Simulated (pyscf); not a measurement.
This saddle point was located with ωB97X-D3(BJ)/def2-SVP in PySCF.

```
Si
N 1 1.6942
H 2 1.0126 1 125.02
H 2 1.0142 3 115.07 1 -178.67
H 1 1.4823 2 100.79 3 173.13
Cl 1 2.0608 5 101.26 2 -129.63
Cl 1 2.4070 5 158.57 2 110.30
H 7 1.6525 1 71.06 5 13.19
Cl 8 1.4508 7 141.69 1 -0.72
```

Surface: singlet, charge 0. Lowest wavenumbers (cm⁻¹): 539i, 71, 150, 210, 292.

What reaction is this the transition state of?

H₂N–SiH(Cl)–Cl (SMILES N[SiH](Cl)Cl) + HCl (SMILES Cl) ⇌ H₂N–SiH(Cl)–Cl (SMILES N[SiH](Cl)Cl) + HCl (SMILES Cl), a four-centre exchange read from left to right: Cl–Si, Cl–H broken and Cl–Si, Cl–H formed. At ωB97M-D3(BJ)/def2-TZVP it lies +1.40 eV from the left side and +1.40 eV from the right (each side as separated species at their lowest minima found). On the product side the descent ends in a complex, 0.19 eV under the separated species and 1.54 eV under the saddle at ωB97X-D3(BJ)/def2-TZVP. The same reactants have a lower exit, to Cl–SiH(Cl)–Cl + NH₃ (barrier +0.28 eV at ωB97M-D3(BJ)/def2-TZVP, against +1.40 eV here). This is the saddle that the search found; another between the same sides may lie lower.
